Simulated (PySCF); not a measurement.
Working out the ionisation energy of Cl

Cl [Ne] 3s2 3p5 (2P) → Cl⁺ [Ne] 3s2 3p4 (3P). All numbers are calculated (PySCF 2.14, no relativity, point nucleus, in aug-cc-pwCVDZ). Frozen: 1s2. Energies in hartree (1 hartree = 27.21139 eV):

| part | Cl (lower) | Cl⁺ (upper) |
| --- | --- | --- |
| UHF | -459.473211 | -459.038793 |
| CCSD correlation | -0.289384 | -0.262703 |
| (T) | -0.003917 | -0.002951 |

Problem. What does Hartree-Fock give?

Solution. (-459.038793) − (-459.473211) = 0.434418 hartree = 11.821 eV.

Problem. What do CCSD and CCSD(T) give?

Solution. The CCSD correlation energies differ by 0.026681 hartree = 0.726 eV and the triples by 0.000966 hartree = 0.026 eV, so CCSD gives 12.547 eV and CCSD(T) 12.573 eV.

Measured between the centres of the two terms (NIST): 12.974 eV, so CCSD(T) (valence and next inner shell) is off by -0.401 eV.

A double-zeta basis recovers only part of the correlation energy.

What remains against the reference includes basis incompleteness, the frozen core and higher excitations.
